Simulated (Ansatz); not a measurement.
Reaction: CH4N2S (SMILES NC(=S)N) → NH2 (SMILES [NH2], doublet) + CH2NS (SMILES N[C]=S, doublet) (the C-N bond breaks)
Each species at its own B3LYP-D3(BJ)/def2-TZVP minimum (Ansatz, a first-principles code), one conformer.

Property: bond dissociation energy (electronic), in kJ/mol. UHF or UKS for unpaired electrons; spin-orbit terms are left out. CBS(X,Y): correlation extrapolated as X^-3, Hartree-Fock from the larger set. A bracket is a step between two methods taken in the basis named. The functionals are non-relativistic, so their misses hold any scalar relativity. Double hybrids freeze cores in their MP2 part. '+ core + X2C': CCSD(T) terms for core correlation (cc-pwCVTZ, 1s frozen past Ne) and scalar relativity (cc-pVTZ-DK).

CCSD(T)/CBS(cc-pV(T+d)Z,cc-pV(Q+d)Z) + [CCSDT(Q) - CCSD(T)]/cc-pV(D+d)Z + core + X2C (Ansatz) gives 416.0 kJ/mol.

Q: How far off this value is PBE/def2-TZVPD (Ansatz), in which direction, and which of these levels come nearer: B3LYP/def2-TZVPD, PBE0/def2-TZVPD, wB97M-V/def2-TZVPD, B2PLYP/def2-TZVPD, CCSD(T)/CBS(cc-pV(T+d)Z,cc-pV(Q+d)Z) + core + X2C?

A: PBE gives 403.1 kJ/mol, 12.9 kJ/mol below it. Differences of the others: B3LYP/def2-TZVPD (Ansatz) -34.3; PBE0/def2-TZVPD (Ansatz) -10.8; wB97M-V/def2-TZVPD (Ansatz) 3.0; B2PLYP/def2-TZVPD (Ansatz) -20.2; CCSD(T)/CBS(cc-pV(T+d)Z,cc-pV(Q+d)Z) + core + X2C (Ansatz) 1.6 kJ/mol. Nearer than PBE: PBE0/def2-TZVPD, wB97M-V/def2-TZVPD, CCSD(T)/CBS(cc-pV(T+d)Z,cc-pV(Q+d)Z) + core + X2C.
